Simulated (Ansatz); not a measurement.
## AlAs: pressure series

The reference is AlAs in the zinc blende structure (space group F-43m, No. 216; a = 5.728 Å).

Cell and atoms are relaxed at each pressure.

Level of theory: DFT with PBE, PAW potentials and a 420 eV plane-wave cutoff in Ansatz (a quantum-chemistry and plane-wave program), scalar-relativistic without spin-orbit coupling.

```tsv
P (GPa)	V (Å³/atom)
-1.99	24.256
-0.99	23.859
1.80	22.910
4.19	22.231
8.99	21.123
17.98	19.586
30.00	18.130
45.00	16.819
60.00	15.828
```

Q: Fit a third-order Birch–Murnaghan equation of state.

A: Least squares on P(V) = (3B₀/2)[(V₀/V)^(7/3) − (V₀/V)^(5/3)]·[1 + (3/4)(B₀′ − 4)((V₀/V)^(2/3) − 1)] gives V₀ = 23.50 Å³/atom, B₀ = 69 GPa and B₀′ = 4.0.

Measured bulk modulus of AlAs: 75 GPa (static lattice; corrected from measurement; as listed in Daniel Mejia-Rodriguez, S. B. Trickey, Phys. Rev. B (2018)); the computed value is 9 % below it.

Between the base and pressure 4.2 GPa the gap moves from 1.50 eV to 1.41 eV, a mean slope of -22 meV/GPa.

Load acts through the strain it causes; cell and atoms are relaxed under it. Whether these cells are dynamically stable was not tested. Measured, AlAs leaves this structure (for the NiAs type) near 12 GPa (temperature not stated; as listed in Datta, Sujoy, Jana, Debnarayan, arXiv (2020)), on rising pressure, with hysteresis.
